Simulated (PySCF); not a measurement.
Molecule: SMILES Cn1ccnn1, C3H5N3.

Geometry:
```csv
atom,x (Å),y (Å),z (Å)
C1,-1.684,0.144,0.090
N2,-0.264,-0.072,-0.003
C3,0.734,0.839,-0.075
C4,1.874,0.069,-0.157
N5,1.508,-1.235,-0.130
N6,0.224,-1.312,-0.038
H7,-1.928,0.760,0.967
H8,-2.068,0.633,-0.817
H9,-2.152,-0.842,0.196
H10,0.558,1.911,-0.062
H11,2.915,0.375,-0.230
```

Geometry PBE0-D3(BJ)/def2-SVP throughout; GIAO in PySCF 2.14, gas phase, one conformer, non-relativistic; equivalent atoms averaged; basis pcSseg-2.

**Question.** How do the absolute shieldings σ depend on the functional? (ppm; last column core-seconds on 1 thread of an Arm Neoverse V1, shared host)

**Answer.** 
```
functional          kind    C4    C3     C1      N6      N5    N2    H11    H10  H7/H8/H9  core-s
        HF  Hartree–Fock  50.5  57.5  156.0  -192.5  -166.1   1.5  23.77  23.91     27.62      25
       LDA           LDA  34.0  49.4  143.6  -146.5  -132.4  -4.2  23.04  23.37     26.71      41
       PBE           GGA  38.5  53.3  142.2  -138.6  -124.4   0.3  23.49  23.84     27.14      54
      BLYP           GGA  33.8  48.7  137.7  -148.6  -133.7  -6.8  23.74  24.07     27.32      56
      BP86           GGA  38.4  53.1  141.8  -138.6  -124.3  -0.2  23.56  23.91     27.21      52
      OPBE           GGA  48.2  62.0  147.2  -118.7  -105.2  13.9  23.48  23.85     27.20      52
```

**Question.** Which nucleus moves most, in ppm?

**Answer.** N6 (pyridine-type nitrogen of an azole): from -192.5 ppm with HF to -118.7 ppm with OPBE. The smallest spread is 0.69 ppm, at H10. Proton shifts span only some 12 ppm, so a few tenths of a ppm matter as much there as several ppm in carbon.
